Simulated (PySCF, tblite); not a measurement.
**C4H8NO radical: geometry, infrared bands and EPR parameters**

Wanted: the infrared bands and EPR parameters of C4H8NO radical (`CCOCC=[N]`), by calculation.

The runs use tblite 0.8.0 and PySCF 2.14.0, with density-fitted response routines of our own; the level of theory stands in each step. All values are computed, except where a source is named. Atoms count from 0, in the outputs and in this text.

## (1) The starting structure

14 atoms, charge 0, multiplicity 2; geometry from: force field or distance geometry start.

Bonds of the start (Å): C0–C1 1.49, C1–O2 1.38, O2–C3 1.40, C3–C4 1.50, C4–N5 1.27, C0–H6 1.11, C0–H7 1.12, C0–H8 1.12, C1–H9 1.14, C1–H10 1.12, C3–H11 1.10, C3–H12 1.09, C4–H13 1.08.

## (2) Optimising the geometry with GFN2-xTB

Job settings and geometry (Å):

```
{"job": {"kind": "relax", "xc": "GFN2-xTB", "basis": "xTB"}, "charge": 0, "multiplicity": 2}
C     -1.747100     0.068400     0.117800
C     -0.865100    -0.861100     0.875500
O      0.352700    -0.256500     1.125800
C      0.972500     0.098500    -0.080000
C      2.256300     0.739800     0.359700
N      2.270200     1.992900     0.589600
H     -1.663800    -0.120100    -0.970000
H     -2.804200     0.024600     0.483200
H     -1.410600     1.113400     0.335600
H     -1.288700    -1.106700     1.908900
H     -0.722500    -1.830100     0.327100
H      0.335800     0.785100    -0.650000
H      1.137500    -0.829100    -0.623700
H      3.176200     0.180200     0.458500
```

Run with:

```console
$ OMP_NUM_THREADS=1 python probes_run.py task.json out
```

This one command runs all jobs of the session in turn.

**Question.** This job is followed by: GFN2-xTB harmonic vibrations, gas phase; UKS B3LYP, pcH-1 on C H N O, non-relativistic, mean-field spin-orbit, GIAO. Predict these results of the whole session: strongest single infrared mode (GFN2-xTB); zero-point energy (GFN2-xTB); g(iso) (B3LYP); ⟨S²⟩; largest a(iso) (averaged by class); potential on the surface of density 0.002 e/bohr³, 1st and 99th percentile.

As calculated:

| quantity | value |
| --- | --- |
| strongest single infrared mode (GFN2-xTB) | 1114 cm⁻¹, 85 km/mol |
| zero-point energy (GFN2-xTB) | 70.8 kcal/mol |
| g(iso) (B3LYP) | 2.00285 |
| ⟨S²⟩ | 0.758 (exact 0.75) |
| largest a(iso) (averaged by class) | 1H on H13, 264.6 MHz |
| potential on the surface of density 0.002 e/bohr³, 1st and 99th percentile | -1.68 V and 0.99 V |

In words: Over 136 steps the energy fell by 0.660 eV; of the close pairs, C4–N5 changed most, 1.274 to 1.215 Å. No mode is imaginary among the 36: a minimum at this level. The strongest single mode, at 1114 cm⁻¹, is spread over many atoms; the largest shares are those of H13, C1. GFN2-xTB is a fitted tight-binding method: band positions and strengths are rough. Its intensities can rank the bands wrongly. Most of the unpaired spin sits on N5 (0.93 e). The isotropic g lies 0.5 ppt above the free-electron value. These values are for one conformer; the search (at its own cheap level) found 2 more, at 0.40, 0.42 kcal/mol, and measured spectra average over such forms.
